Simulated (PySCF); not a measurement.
**Multinuclear NMR of methylamine**

Molfile (atoms numbered from 1):
```
CH5N
     RDKit          3D

  7  6  0  0  0  0  0  0  0  0999 V2000
   -0.5718    0.0399   -0.0015 C   0  0  0  0  0  0  0  0  0  0  0  0
    0.8528    0.1068    0.2753 N   0  0  0  0  0  0  0  0  0  0  0  0
   -1.0635   -0.4693    0.8268 H   0  0  0  0  0  0  0  0  0  0  0  0
   -0.8304   -0.4846   -0.9329 H   0  0  0  0  0  0  0  0  0  0  0  0
   -0.9609    1.0559   -0.0603 H   0  0  0  0  0  0  0  0  0  0  0  0
    1.2422   -0.8276    0.3448 H   0  0  0  0  0  0  0  0  0  0  0  0
    1.3349    0.5839   -0.4793 H   0  0  0  0  0  0  0  0  0  0  0  0
  1  2  1  0
  1  3  1  0
  1  4  1  0
  1  5  1  0
  2  6  1  0
  2  7  1  0
M  END
```

PySCF 2.14.0 with density-fitted response routines calculation with PBE0/pcSseg-1 with gauge-including orbitals, structure optimised with GFN2-xTB and couplings computed with B3LYP/pcJ-1; single conformer, one averaged value for each set of equivalent atoms, isolated molecule, relativity neglected.

Problem. What are the 15N shifts?

Solution. 
```csv
atoms,environment,σ (ppm),δ (ppm)
N2,amine nitrogen,246.9,-375.6
```

Shieldings were converted by a linear fit to measured shifts: 15N (scatter 6.3 ppm rms vs CH3NO2, solution or neat liquid). A few per cent of atoms miss by over 2 rms, more outside the fitted compound classes. Couplings are scaled by factors fitted to measured values: 2J(H,H) × 0.95 (rms 1.3 Hz); all others are unscaled and can be 10–30 % off.

Couplings (the largest are listed; each averaged over equivalent pairs): 1J(C1,N2) = -4.3 Hz, 2J(N2,H3) = -1.8 Hz. Signs are for 15N, whose magnetogyric ratio is negative.

On a 500 MHz spectrometer 15N resonates near 50.7 MHz, so 1 ppm is 50.7 Hz.
